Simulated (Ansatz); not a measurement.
**Ba₂Au: from a trial structure to a relaxed crystal**

The calculation used Ansatz 0.2.0, DFT PBE, scalar-relativistic, plane waves, PAW. Cutoff 420 eV, Γ-centred k mesh, Gaussian smearing, no spin polarisation in the final step.

Ba₂Au was placed on the anti-CaC2 structure type (I4/mmm, No. 139), with Au in place of Ca, Ba in place of C, at a guessed volume.

```yaml
crystal:
  lattice:
    - [-2.46884, 2.46884, 4.04915]
    - [2.46884, -2.46884, 4.04915]
    - [2.46884, 2.46884, -4.04915]
  atoms:
    - { symbol: Ba, position: [0.59300, 0.59300, 0.00000] }
    - { symbol: Ba, position: [0.40700, 0.40700, 0.00000] }
    - { symbol: Au, position: [0.00000, 0.00000, 0.00000] }
```

Cell and atoms relax at zero pressure; the relaxation can't lower the symmetry of the start. After a coarse first stage the cell is made exact in the group found at 0.06 Å.

Formation energies are uncorrected and refer to the elements' standard structures at the same level.

(1) Describe the relaxed structure.

(2) What are its volume, energy, density and gap?

Answers

(1) It keeps I4/mmm (No. 139), but not the shape of the type it started on. Conventional cell: a = 4.095 Å, c = 15.062 Å. Around Ba lie 4 Au at 3.45 Å, 1 Ba at 3.76 Å and 4 Ba at 4.09 Å; around Au lie 8 Ba at 3.45 Å and 4 Au at 4.09 Å.

```xyz
3
Lattice="-2.0473 2.0473 7.5310 2.0473 -2.0473 7.5310 2.0473 2.0473 -7.5310" Properties=species:S:1:pos:R:3 pbc="T T T"
Ba    0.0000    0.0000    9.4096
Ba    0.0000    0.0000    5.6524
Au    0.0000    0.0000    0.0000
```

(2) The volume per atom is 42.09 Å³. The density is 6.20 g/cm³, the energy over the elements is -0.52 eV/atom and the gap on the 16×16×16 mesh is 0 eV (a metal).

The final run used a 16×16×16 mesh on its 3-atom cell and 0.10 eV smearing. For metals, differences of a few meV/atom aren't resolved. Spin–orbit coupling is left out. Symmetry constrained the relaxation, so the result can be a saddle point.

Cost: 3 runs of about 8.3 core-minutes in all, on Arm Neoverse V2 (shared hosts).